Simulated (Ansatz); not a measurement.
The input, for Ansatz 0.2.0:

```yaml
crystal:
  periodic: [false, false, false]
  atoms:
    - {symbol: Mg, position_ang: [0.000000, 0.000000, 0.000000]}
    - {symbol: H, position_ang: [0.000000, 0.000000, 1.947000]}
basis:
  gaussian: {orbitals: "6-31G*"}
magnetization: {spin_polarized: false, initial_magnetization: 1}
correlation: {method: fic_mrcisd_q_relaxed, electrons: valence, active_space: {window: {electrons: 3, orbitals: 3}, states: [{multiplicity: 2, weights: [1, 0.5]}]}}
```

```sh
$ ansatz run in.yaml --threads 1 --pin off --events-out ev --progress --plain --max-ram 2393MiB
```

Log:

```
303 factors; integrals over basis functions are off by at most 6.1e-8 eV
mean field evaluation 1: about -5445.3216 eV, gradient 3.2e0 eV
mean field evaluation 2: about -5445.3330 eV, gradient 3.2e0 eV
mean field evaluation 4: about -5445.7214 eV, gradient 1.2e0 eV
mean field evaluation 8: about -5445.7956 eV, gradient 1.4e-3 eV
mean field -5445.79557911 eV, -200.1292962393 hartree, gradient 3.9e-6 eV, S^2 0.750000; 0 other end points of the search recorded, 0 dependent functions left out
reference -5445.79557911 eV, -200.1292962393 hartree; 7, 6 occupied and 14, 15 virtual orbitals, 303 factors
state -5445.81869433 eV, -200.1301457080 hartree
state -5443.26815556 eV, -200.0364151372 hartree
contracted CI cycle   1: correlation 0.00000000 eV, 0.0000000000 hartree, residual 7.01e0 eV
contracted CI cycle   2: correlation -0.85069138 eV, -0.0312623317 hartree, residual 2.39e0 eV
contracted CI cycle   3: correlation -0.95772657 eV, -0.0351958023 hartree, residual 8.36e-1 eV
contracted CI cycle   4: correlation -0.97794982 eV, -0.0359389931 hartree, residual 4.09e-1 eV
contracted CI cycle   5: correlation -0.98195036 eV, -0.0360860102 hartree, residual 1.68e-1 eV
contracted CI cycle   6: correlation -0.98266874 eV, -0.0361124099 hartree, residual 6.72e-2 eV
contracted CI cycle   7: correlation -0.98278497 eV, -0.0361166816 hartree, residual 3.02e-2 eV
contracted CI cycle   8: correlation -0.98279726 eV, -0.0361171331 hartree, residual 7.95e-3 eV
contracted CI cycle   9: correlation -0.98279839 eV, -0.0361171747 hartree, residual 2.21e-3 eV
contracted CI cycle  10: correlation -0.98279849 eV, -0.0361171783 hartree, residual 6.69e-4 eV
state -5445.81869433 eV, -200.1301457080 hartree; corrected -5446.84560267 eV, -200.1678838935 hartree
contracted CI cycle   1: correlation 0.00000000 eV, 0.0000000000 hartree, residual 6.97e0 eV
contracted CI cycle   2: correlation -1.01809628 eV, -0.0374143482 hartree, residual 2.36e0 eV
contracted CI cycle   3: correlation -1.11886493 eV, -0.0411175278 hartree, residual 6.88e-1 eV
contracted CI cycle   4: correlation -1.12983438 eV, -0.0415206476 hartree, residual 2.65e-1 eV
contracted CI cycle   5: correlation -1.13179286 eV, -0.0415926205 hartree, residual 1.06e-1 eV
contracted CI cycle   6: correlation -1.13205208 eV, -0.0416021468 hartree, residual 3.01e-2 eV
contracted CI cycle   7: correlation -1.13207518 eV, -0.0416029954 hartree, residual 1.03e-2 eV
contracted CI cycle   8: correlation -1.13207879 eV, -0.0416031282 hartree, residual 4.51e-3 eV
contracted CI cycle   9: correlation -1.13207927 eV, -0.0416031456 hartree, residual 1.73e-3 eV
contracted CI cycle  10: correlation -1.13207931 eV, -0.0416031474 hartree, residual 5.20e-4 eV
state -5443.26815556 eV, -200.0364151372 hartree; corrected -5444.46331004 eV, -200.0803362542 hartree
Total energy: -5446.05150512 eV, -200.1387013470 hartree
```

The total printed last is the weighted mean of the 2 states, 0.794 eV above the lowest of them, and is no single state's energy.

Ran on 1 thread of AMD EPYC 7B13, shared host: 0.57 s wall, 0.26 GiB peak host memory.
